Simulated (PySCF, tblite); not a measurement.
**SiH₃O₂ radical, a cluster model of a defect (Si site with back bonds O, O, [H]): EPR parameters**

Aim: the EPR parameters of `O[SiH]O`. It is drawn as: dangling bond.

Computed with tblite 0.8.0 and PySCF 2.14.0; each step states its level. No surroundings beyond the atoms listed, unless a continuum is named. Atoms count from 0, parts from 1.

### 1 The system as given

6 atoms, charge 0, multiplicity 2; geometry: distance geometry start.

### 2 Relaxing the cluster with GFN2-xTB

Job settings and geometry (Å):

```
{"job": {"kind": "relax", "xc": "GFN2-xTB", "basis": "xTB"}, "charge": 0, "multiplicity": 2}
Si    -1.131678     0.523182     0.142496
O     -0.765840    -1.029177     0.937186
O      0.260559     1.511293    -0.299739
H     -2.268657     1.212978     0.638266
H     -0.815603    -1.185356     1.911015
H      0.256249     2.465532    -0.389643
```

Method: GFN2-xTB geometry optimisation, gas phase.

Run with:

```sh
$ OMP_NUM_THREADS=1 python cluster_run.py task.json out
```

The driver reads the jobs from task.json and runs them one after another.

**Question.** The jobs that follow are: PBE0-D3(BJ)/def2-SVP geometry optimisation, gas phase; UKS B3LYP, IGLO-III on O Si, pcH-1 on H, non-relativistic, mean-field spin-orbit, GIAO; UKS BHandHLYP, IGLO-III on O Si, pcH-1 on H, non-relativistic, mean-field spin-orbit, GIAO. Predict: point group; rotational constants (main isotopes); g(iso) (B3LYP); ⟨S²⟩; largest a(iso).

As calculated:

| quantity | value |
| --- | --- |
| point group | C1 |
| rotational constants (main isotopes) | 25.74, 7.62, 6.14 GHz |
| g(iso) (B3LYP) | 2.00159 |
| ⟨S²⟩ | 0.752 (exact 0.75) |
| largest a(iso) | 29Si on Si0, -689.3 MHz |

**Reading.** Over 14 steps the energy fell by 0.208 eV; of the close pairs, Si0–O1 changed most, 1.594 to 1.660 Å (PBE0/def2-SVP). Most of the unpaired spin sits on Si0 (0.80 e). The isotropic g lies 0.7 ppt below the free-electron value. The coupling of 29Si on Si0 runs from -724.5 (BHandHLYP/IGLO-III+pcH-1) to -689.3 MHz (B3LYP/IGLO-III+pcH-1).
